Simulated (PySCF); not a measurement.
C4H7 (doublet state).
SMILES with atom numbers: `[CH3:1]/[C:2]=[CH:3]\[CH3:4]` (hydrogens: H5, H6, H7 on C1; H8 on C3; H9, H10, H11 on C4)

Geometry (GFN2-xTB, Å), atoms numbered from 1 in this order:
```
atom  x, y, z in Å
C1    -1.7581    0.4268    0.0082
C2    -0.7901   -0.6572   -0.0706
C3     0.4752   -0.9292   -0.0748
C4     1.6170    0.0676    0.0259
H5    -1.2700    1.4002    0.1488
H6    -2.4370    0.2654    0.8467
H7    -2.3498    0.4715   -0.9069
H8     0.8124   -1.9580   -0.1543
H9     1.2351    1.0812    0.1067
H10    2.2223   -0.1585    0.9022
H11    2.2486   -0.0071   -0.8578
```

Theory: UKS B3LYP, pcH-1 on C H, non-relativistic, mean-field spin-orbit, GIAO in PySCF. Geometry: GFN2-xTB; no solvent, vibrations or thermal averaging. The geometry wasn't refined by DFT: couplings that depend on bond lengths, twists or pyramidal angles can differ widely from those at the functional's own minimum. No stability test was run, so a lower SCF solution isn't excluded.

Task: The isotropic 13C couplings are +274.9, +77.3, +16.0, -7.3 MHz. Assign them to C1; C2; C3; C4.

Result: 
```tsv
site	a_iso (MHz)	ρ(0) (bohr⁻³)	position	distance from C2 (Å)	spin population	largest |T| (MHz)
C1	+16.0	+0.0142	1 bond from C2	1.46	-0.05	8.5
C2	+274.9	+0.2446	largest spin population	0.00	+1.00	143.2
C3	-7.3	-0.0065	1 bond from C2	1.29	-0.16	18.1
C4	+77.3	+0.0687	2 bonds from C2	2.52	+0.08	15.1
```

Task: Match the computed a_iso(1H) values +114.0, +66.3, -7.8 MHz (means over equivalent nuclei) with the sites H5/H6/H7; H8; H9/H10/H11.

Result: 
```tsv
site	a_iso (MHz)	ρ(0) (bohr⁻³)	position	distance from C2 (Å)	bound to	spin population there	largest |T| (MHz)
H5/H6/H7	+66.3	+0.0148	2 bonds from C2	2.11	C1	-0.05	10.4
H8	+114.0	+0.0255	2 bonds from C2, on C3 of spin population -0.16	2.07	C3	-0.16	11.8
H9/H10/H11	-7.8	-0.0017	3 bonds from C2	3.03	C4	+0.08	5.9
```

ρ(0) is the spin density at the nucleus and T the dipolar tensor; entries for several nuclei are means. The largest Mulliken spin populations are on C2 (+1.00), C3 (-0.16), C4 (+0.08) and H5 (+0.07). No atom but C2 exceeds +0.15. The positive populations add up to 1.21 and the negative ones to -0.21, together 2S = 1.

β density exceeds α density at some nuclei, such as C3 (-0.0065) and H9/H10/H11 (-0.0017), spin density in bohr⁻³. In a single determinant that takes different orbitals for the two spins, that is spin polarisation.

Class means assume fast exchange of nuclei equivalent by connectivity; if that motion is slow, each nucleus keeps its own coupling. The three 1H nuclei of mean +66.3 MHz run from 23.9 to 142.9 MHz in the frozen geometry.
